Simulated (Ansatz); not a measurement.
**Al(H2S)H3 (AlH₅S): trial inputs and their diagnosis**

2 inputs were typed for Al(H2S)H3 (AlH₅S). Each is run as it stands; the log then has to tell whether the result can be used.

The runs use Ansatz 0.2.0, Gaussian basis; the settings change from run to run.

**1. The geometry**

The structure was relaxed beforehand with PBE0-D4 in a triple-zeta def2 set.

7 atoms, charge 0, spin multiplicity 1.

Atoms are counted from 1 here; the program's logs count them from 0.

Bond lengths: Al1–S2 2.531 Å, Al1–H5 1.596 Å, Al1–H6 1.597 Å, Al1–H7 1.596 Å, S2–H3 1.344 Å, S2–H4 1.344 Å. Angles: S2–Al1–H5 95.5°, S2–Al1–H6 98.4°, S2–Al1–H7 95.4°, H5–Al1–H6 118.6°, H5–Al1–H7 119.2°, H6–Al1–H7 118.6°, Al1–S2–H3 97.6°, Al1–S2–H4 97.5°, H3–S2–H4 92.5°.

**2. Input 1**

in.yaml

```yaml
crystal:
  periodic: [false, false, false]
  atoms:
    - {symbol: Al, position_ang: [0.122220, -0.209670, -1.062943]}
    - {symbol: S, position_ang: [0.145958, -0.242913, 1.467945]}
    - {symbol: H, position_ang: [0.519841, 1.033739, 1.658085]}
    - {symbol: H, position_ang: [-1.152268, 0.046615, 1.658857]}
    - {symbol: H, position_ang: [1.709813, -0.197958, -1.229604]}
    - {symbol: H, position_ang: [-0.677453, 1.157687, -1.269646]}
    - {symbol: H, position_ang: [-0.668111, -1.587499, -1.222685]}
basis:
  gaussian: {orbitals: def2-SVPD}
magnetization: {spin_polarized: true, initial_magnetization: 1}
hamiltonian: {xc: {name: wB97X}}
scf: {lower_state_search: off}
```

Run with:

```
$ ansatz run in.yaml --threads 2 --pin off --events-out ev --progress --plain --max-ram 31744MiB --backend cpu
```

The log of the run:

```text
Error: a molecule whose nuclei and cores have a total charge of 34 cannot have a net charge of 0 together with 1 unpaired electrons
```

It took 0.05 s on 2 threads of AMD EPYC 7R13, shared host.

Diagnosis: The program refused the input. The number of unpaired electrons doesn't fit the electron count. To mend it, make charge and initial_magnetization agree: an even electron count takes an even number of unpaired electrons.

**3. Input 2**

in.yaml

```yaml
crystal:
  periodic: [false, false, false]
  atoms:
    - {symbol: Al, position_ang: [0.268884, -0.461274, -2.338474]}
    - {symbol: S, position_ang: [0.321107, -0.534409, 3.229479]}
    - {symbol: H, position_ang: [1.143650, 2.274225, 3.647787]}
    - {symbol: H, position_ang: [-2.534990, 0.102552, 3.649486]}
    - {symbol: H, position_ang: [3.761589, -0.435508, -2.705128]}
    - {symbol: H, position_ang: [-1.490396, 2.546911, -2.793221]}
    - {symbol: H, position_ang: [-1.469844, -3.492497, -2.689906]}
basis:
  gaussian: {orbitals: STO-3G}
magnetization: {spin_polarized: true, initial_magnetization: 2}
hamiltonian: {xc: {name: SPW92}}
accuracy: high
```

Same command.

The log of the run, shortened:

```text
Functional definition: SPW92
  name "SPW92"
  cite "Dirac, Proc. Camb. Phil. Soc. 26, 376 (1930) doi:10.1017/S0305004100016108"
  cite "Slater, Phys. Rev. 81, 385 (1951) doi:10.1103/PhysRev.81.385"
  cite "Perdew & Wang, Phys. Rev. B 45, 13244 (1992) doi:10.1103/PhysRevB.45.13244"
[...]
331 factors; integrals over basis functions are off by at most 1.3e-8 eV
[...]
mean field -17217.32092340 eV, -632.7248736157 hartree, gradient 1.0e-8 eV, S^2 4.252925; 12 other end points of the search recorded, 0 dependent functions left out
reference -17217.32092714 eV, -632.7248737530 hartree; 18, 16 occupied and 5, 7 virtual orbitals, 331 factors
Total energy: -17217.32092714 eV, -632.7248737530 hartree
```

Wall time 3.1 s (2 threads of AMD EPYC 7R13, shared host).

Diagnosis: It ended without an error, which proves nothing about the input. The geometry is stretched to more than twice its size. The shortest distance is 2.96 Å (S2–H4), against 1.34 Å in the relaxed molecule. It also asks for charge 0 and multiplicity 3, another species or state than the molecule above. Its energy is no property of the relaxed molecule. Fix: use the relaxed coordinates, and set charge and spin to those of the species named.

**4. Summary**

| input | level | ended | cause | time |
| --- | --- | --- | --- | --- |
| 1 | wB97X/def2-SVPD | refused | the number of unpaired electrons doesn't fit the electron count | 0.05 s |
| 2 | SPW92/STO-3G | converged | the geometry is stretched to more than twice its size | 3.1 s |

In words: 1 refused, 1 converged. A refusal costs next to no computing time. The dangerous case is the input that converges on a wrong geometry, charge, spin, basis or grid: often only a look at the input shows it.
